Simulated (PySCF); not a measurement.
## NaAl⁺: frontier orbitals

r²SCAN at R = 3.395 Å; basis Na aug-cc-pVDZ, Al aug-cc-pV(D+d)Z; no relativity; PySCF 2.14. State: ²Σ⁺ (doublet), unpaired electrons σ ↑. Only the outer orbitals are listed, counted within each symmetry.

```json
{"spin": "α", "orbital": "2π", "occ.": "1", "ε (eV)": "-35.51", "on Na (%)": "100", "main shells (%)": "100 Na p"}
{"spin": "α", "orbital": "2π", "occ.": "1", "ε (eV)": "-35.51", "on Na (%)": "100", "main shells (%)": "100 Na p"}
{"spin": "α", "orbital": "6σ", "occ.": "1", "ε (eV)": "-35.47", "on Na (%)": "100", "main shells (%)": "100 Na p"}
{"spin": "α", "orbital": "7σ", "occ.": "1", "ε (eV)": "-12.68", "on Na (%)": "4", "main shells (%)": "96 Al s"}
{"spin": "α", "orbital": "8σ", "occ.": "1", "ε (eV)": "-8.40", "on Na (%)": "25", "main shells (%)": "71 Al p, 17 Na s"}
{"spin": "α", "orbital": "3π", "occ.": "0", "ε (eV)": "-6.85", "on Na (%)": "5", "main shells (%)": "94 Al p"}
{"spin": "α", "orbital": "3π", "occ.": "0", "ε (eV)": "-6.85", "on Na (%)": "5", "main shells (%)": "94 Al p"}
{"spin": "α", "orbital": "9σ", "occ.": "0", "ε (eV)": "-5.30", "on Na (%)": "87", "main shells (%)": "88 Na s, 16 Al p"}
{"spin": "β", "orbital": "2π", "occ.": "1", "ε (eV)": "-35.49", "on Na (%)": "100", "main shells (%)": "100 Na p"}
{"spin": "β", "orbital": "2π", "occ.": "1", "ε (eV)": "-35.49", "on Na (%)": "100", "main shells (%)": "100 Na p"}
{"spin": "β", "orbital": "6σ", "occ.": "1", "ε (eV)": "-35.45", "on Na (%)": "100", "main shells (%)": "100 Na p"}
{"spin": "β", "orbital": "7σ", "occ.": "1", "ε (eV)": "-12.06", "on Na (%)": "-1", "main shells (%)": "100 Al s"}
{"spin": "β", "orbital": "3π", "occ.": "0", "ε (eV)": "-6.65", "on Na (%)": "0", "main shells (%)": "99 Al p"}
{"spin": "β", "orbital": "3π", "occ.": "0", "ε (eV)": "-6.65", "on Na (%)": "0", "main shells (%)": "99 Al p"}
{"spin": "β", "orbital": "8σ", "occ.": "0", "ε (eV)": "-6.41", "on Na (%)": "14", "main shells (%)": "79 Al p, 13 Na s"}
```

Which are the highest filled and the lowest empty level, where do they sit, and how wide is the gap?

Highest filled α 8σ at -8.40 eV (in %: 71 Al p, 17 Na s); lowest empty α 3π at -6.85 eV (in %: 94 Al p); the gap at r²SCAN is 1.55 eV.

| Quantity | Value |
| --- | --- |
| bond order (Mayer) | 0.40 |
| ⟨S²⟩ | 0.763 |
| charge on Na (Mulliken, basis-dependent) | 0.71 |
| charge on Na (Löwdin, basis-dependent) | 0.58 |
| dipole moment (positive dipole points towards Al; it is taken about the centre of mass and depends on that origin) | -4.17 D |

Shares are Mulliken populations and can fall outside 0 to 100 %.

The state was picked by a PBE0 search and need not be the measured ground state.
